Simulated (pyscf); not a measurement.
# Four-centre exchange: :HSi–Cl (SMILES [SiH]Cl) [singlet] + NH₃ (SMILES N) -> H₂N–Si:–Cl (SMILES N[Si]Cl) [singlet] + H₂ (SMILES [H][H])

Gas phase, singlet surface, charge 0. Bonds broken: Si1–H3, N4–H5. Bonds formed: Si1–N4, H3–H5. PySCF, gas phase, ωB97X-D3(BJ)/def2-SVP geometries.

Transition state (Å):

```xyz
7

Si     0.1307    -0.6194     0.4579
Cl    -0.8114     0.4807     2.0008
H     -1.3603    -1.5050     0.0254
N     -0.5945     0.3998    -0.9676
H     -1.3101    -0.7654    -0.6345
H     -1.1425     1.2247    -0.7287
H     -0.0198     0.5652    -1.7914
```

One imaginary mode, 1481i cm⁻¹; descent along it reached the two sides named, in the forms told below.

| bond | change | reactant side (Å) | saddle | product side |
|---|---|---|---|---|
| Si1–H3 | breaks | 1.524 | 1.787 | 4.0 |
| N4–H5 | breaks | 1.014 | 1.407 | 3.6 |
| Si1–N4 | forms | 2.014 | 1.897 | 1.710 |
| H3–H5 | forms | 2.512 | 0.992 | 0.761 |

Electronic energies relative to the separated reactants (kcal/mol):

| level | barrier | reaction energy | reverse barrier |
|---|---|---|---|
| ωB97X-D3(BJ)/def2-TZVP | 6.1 | -28.5 | 34.6 |
| PBE/def2-TZVP | 2.5 | -27.3 | 29.8 |
| r²SCAN/def2-TZVP | 2.6 | -29.6 | 32.2 |
| B3LYP-D3(BJ)/def2-TZVP | 7.1 | -28.0 | 35.1 |
| PBE0-D3(BJ)/def2-TZVP | 3.2 | -27.3 | 30.5 |
| M06-2X/def2-TZVP | 6.3 | -30.0 | 36.3 |
| ωB97M-D3(BJ)/def2-TZVP | 7.3 | -27.7 | 35.0 |
| HF/def2-TZVP | 25.2 | -22.8 | 48.0 |

With ωB97M-D3(BJ)/def2-TZVP energies and thermal terms (ideal gas, 1 atm, RRHO with modes under 100 cm⁻¹ raised to 100, one conformer, R ln 2 for chiral ones without a mode under 150 cm⁻¹), in kcal/mol:

```json
[
 {"T (K)": "298", "ΔH‡": "5.9", "ΔG‡": "16.4", "ΔH": "-30.1", "ΔG": "-27.8"},
 {"T (K)": "600", "ΔH‡": "6.0", "ΔG‡": "27.0", "ΔH": "-28.9", "ΔG": "-26.0"},
 {"T (K)": "900", "ΔH‡": "6.8", "ΔG‡": "37.3", "ΔH": "-27.9", "ΔG": "-24.8"},
 {"T (K)": "1200", "ΔH‡": "7.6", "ΔG‡": "47.4", "ΔH": "-27.2", "ΔG": "-23.8"}
]
```

On the reactant side the descent ends in an adduct with a N–Si contact (not fully relaxed), 29.2 kcal/mol under the separated species and 35.3 kcal/mol under the saddle at ωB97X-D3(BJ)/def2-TZVP. What is counted as formed (N–Si) is already present as a longer contact in the reactant adduct; forming that adduct is a step of its own. At the saddle there is also a short H–Si contact that neither side keeps. This is the saddle that the search found; another between the same sides may lie lower.
